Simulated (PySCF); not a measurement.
Species: 1-fluorobutane, C4H9F.
Bonds: C1–C2, C2–C3, C3–C4, C4–F5. Hydrogens: H6, H7, H8 on C1; H9, H10 on C2; H11, H12 on C3; H13, H14 on C4.

Torsions of this conformer, `[CH3:1][CH2:2][CH2:3][CH2:4][F:5]`: C1–C2–C3–C4 179°, C2–C3–C4–F5 -64°.

The closed-shell ground state was solved at several levels (PySCF, density fitting, gas phase, non-relativistic). Geometry: PBE0-D3(BJ)/def2-TZVP, one conformer, isolated molecule.

```csv
level,basis functions,total energy (Eh),HOMO (eV),LUMO (eV),gap (eV),dipole (D)
PBE0/aug-cc-pVTZ,437,-257.4915,-9.09,-0.05,9.04,1.79
PBE0/pcSseg-2,306,-257.4976,-9.09,0.70,9.79,1.81
wB97X-D/aug-cc-pVTZ,437,-257.7065,-10.99,0.87,11.86,1.80
```

What might CAM-B3LYP/aug-cc-pVTZ (437 basis functions) give for the same quantities?

Total energy -257.6698 Eh, HOMO -10.56 eV, LUMO 0.27 eV, gap 10.83 eV, dipole 1.86 D.

Over all these levels, which gives the widest orbital gap and which the narrowest?

wB97X-D/aug-cc-pVTZ (range-separated hybrid) has the widest, 11.86 eV, and PBE0/aug-cc-pVTZ (global hybrid, 25 % exact exchange) the narrowest, 9.04 eV. The two share the basis. From the narrowest to the widest the HOMO moves by -1.90 eV and the LUMO by +0.92 eV.

How far do the dipole and the HOMO energy spread over the levels?

The dipole runs from 1.79 to 1.86 D (mean 1.82 D) and the HOMO from -10.99 to -9.09 eV.

The pairwise dispersion term of wB97X-D wasn't added to the energies; at a given geometry it leaves orbitals and properties as they are.
